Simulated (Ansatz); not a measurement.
Input file:

```yaml
crystal:
  periodic: [false, false, false]
  atoms:
    - {symbol: P, position_ang: [0.004042, -0.000002, -0.031848]}
    - {symbol: H, position_ang: [1.224366, 0.013112, 0.304889]}
    - {symbol: H, position_ang: [-0.686446, 1.166828, 0.335271]}
    - {symbol: H, position_ang: [-0.662122, -1.179874, 0.338516]}
basis:
  gaussian: {orbitals: cc-pVDZ}
total_charge: 1
magnetization: {spin_polarized: true, initial_magnetization: 1}
hamiltonian: {xc: {name: PBE}}
correlation: {method: rpa, electrons: outside_noble_gas}
```

```sh
$ ansatz run in.yaml --threads 1 --pin off --events-out ev --progress --plain --max-ram 2816MiB --backend cpu
```

Log:

```
319 factors; integrals over basis functions are off by at most 1.2e-3 eV
mean field evaluation 1: about -9321.4613 eV, gradient 1.2e1 eV
mean field evaluation 2: about -9321.4581 eV, gradient 1.2e1 eV
mean field evaluation 4: about -9322.5391 eV, gradient 8.5e-1 eV
mean field evaluation 8: about -9322.5439 eV, gradient 6.3e-3 eV
mean field evaluation 16: about -9322.5439 eV, gradient 2.0e-6 eV
mean field -9322.54394814 eV, -342.5971710470 hartree, gradient 2.0e-6 eV, S^2 0.752893; 0 other end points of the search recorded, 0 dependent functions left out
5 core orbitals not correlated: weight in the atoms' cores, before any rotation towards them, 1.000 or more for the frozen orbitals, at most 0.000 for the correlated occupied ones
reference -9309.96070424 eV, -342.1347453628 hartree; 4, 3 occupied and 24, 25 virtual orbitals, 319 factors
Total energy: -9316.00831919 eV, -342.3569911129 hartree
```

Ran on 1 thread of AMD EPYC 7R13, shared host: 0.48 s wall, 0.18 GiB peak host memory.
